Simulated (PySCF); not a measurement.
## Si₂⁺: input and log

State: ⁴Σg⁻ (quartet), unpaired electrons σ ↑, π ↑↑.

An equivalent input (the run itself took its basis sets from the Basis Set Exchange, started from a PBE0 density and held the occupation σ 9α 8β, πx 3α 2β, πy 3α 2β):

```python
from pyscf import gto, dft
mol = gto.M(atom='Si 0 0 0; Si 0 0 2.281', basis={'Si': 'cc-pV(D+d)Z'},
            charge=1, spin=3, verbose=4, symmetry='C2v')
mf = dft.UKS(mol, xc='PBE')
mf.grids.atom_grid = (80, 434)
mf.grids.prune = dft.gen_grid.treutler_prune
mf.irrep_nelec = {'A1': (9, 8), 'B1': (3, 2), 'B2': (3, 2)}
mf.conv_tol = 1e-9
mf.max_cycle = 60
mf.diis_space = 10
mf.kernel()
```

The log (some set-up lines and the per-cycle HOMO/LUMO lines removed):

```
******** <class 'pyscf.dft.uks_symm.SymAdaptedUKS'> ********
method = SymAdaptedUKS
damping factor = 0
level_shift factor = 0
DIIS = <class 'pyscf.scf.diis.CDIIS'>
diis_start_cycle = 1
diis_space = 10
diis_damp = 0
SCF conv_tol = 1e-09
SCF conv_tol_grad = None
SCF max_cycles = 60
number electrons alpha = 15  beta = 12
Set gradient conv threshold to 3.16228e-05
init E= -578.279057927311
cycle= 1 E= -578.279875644553  delta_E= -0.000818  |g|= 0.0046  |ddm|= 0.168
cycle= 2 E= -578.279884700603  delta_E= -9.06e-06  |g|= 0.00142  |ddm|= 0.0185
cycle= 3 E= -578.279885411622  delta_E= -7.11e-07  |g|= 0.000818  |ddm|= 0.00541
cycle= 4 E= -578.279885890425  delta_E= -4.79e-07  |g|= 0.000105  |ddm|= 0.00251
cycle= 5 E= -578.279885894769  delta_E= -4.34e-09  |g|= 6.75e-05  |ddm|= 0.000476
cycle= 6 E= -578.279885900135  delta_E= -5.37e-09  |g|= 1.24e-05  |ddm|= 0.000288
cycle= 7 E= -578.279885900299  delta_E= -1.64e-10  |g|= 3.49e-07  |ddm|= 4.2e-05
Extra cycle  E= -578.279885900299  delta_E= -3.41e-13  |g|= 1.91e-07  |ddm|= 3.61e-06
converged SCF energy = -578.279885900299  <S^2> = 3.7501282  2S+1 = 4.0000641
```

Repeating this along the bond gives Re = 2.305 Å and ωe = 442 cm⁻¹.

A point of this curve took 0.47 CPU seconds beside 0.11 for the integrals, on Arm Neoverse V1 (shared host).

The state was picked by a PBE0 search and need not be the measured ground state.
